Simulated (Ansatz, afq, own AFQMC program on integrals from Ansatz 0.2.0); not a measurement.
# AlSiH⁺, doublet in cc-pVTZ, levels against CCSDT(Q)

```xyz
3

Si    0.0000   -0.0360    1.1654
Al    0.0000   -0.0118   -1.2249
H     0.0000    1.3177    0.3154
```

Connectivity, by distances: SiH–Al.

Basis cc-pVTZ. Only valence electrons are correlated. AFQMC by an in-house program on the Cholesky factors that Ansatz 0.2.0 writes for its CCSD(T) run. ph-AFQMC/CISD is guided by a CISD state made of CCSD amplitudes; releasing the constraint for a short imaginary time cuts its bias at the price of noise, slowly where states lie close. ± is one standard error of the sampling.

Determinant: UHF, the one that the program's search chose, which needn't be the lowest solution. The geometry is a PBE0/def2-TZVP stationary point of this or a neighbouring charge and spin state.

No full CI on the walks' own integrals is used here; CCSDT(Q) serves as the reference and is uncertain by about the last step of the cluster series.

Cautions: higher spins were not checked; an unrestricted solution with more broken spin lies lower (239 meV, ⟨S²⟩ 0.96); strong correlation (T1 0.064, weight of the determinant 0.81, largest double 0.12); unrestricted determinant spin contaminated (⟨S²⟩ 0.89 against 0.75); the released energies have errors that jump between times, so the bars are unsure, so no released level is given (meV from the phaseless value at times in 1/Eh: -7 ± 6 at 0.24, -15 ± 4 at 0.51, -10455 ± 10430 at 0.99, -37 ± 8 at 1.62, -41 ± 4 at 2.40).

The T1 diagnostic is 0.0643, the weight of the determinant in the CISD state is 0.809 and the ⟨S²⟩ of the determinant is 0.890. The size of the correlated space is 7 electrons in 72 orbitals.

```json
{"level": "MP2", "correlation energy (eV)": "-3.5930"}
{"level": "CCSD", "correlation energy (eV)": "-4.5499"}
{"level": "CCSD(T)", "correlation energy (eV)": "-4.8127"}
```

(1) Estimate where phaseless AFQMC with a CISD trial lies against CCSD(T) on the same integrals.

(1) 2.1 ± 0.4 kJ/mol below CCSD(T).

Reference: CCSDT(Q), correlation energy -4.885 eV.

| level | E − E(reference) (kJ/mol) | share of correlation (%) |
| --- | --- | --- |
| CCSD(T) | 7.0 | 98.52 |
| CCSDT | 2.0 | 99.58 |
| ph-AFQMC/CISD | 4.8 ± 0.4 | 98.97 |

A walk keeps the symmetry of its determinant, which the program's search chose and which needn't be the lowest solution, so a lower state of the same spin and another symmetry isn't excluded.
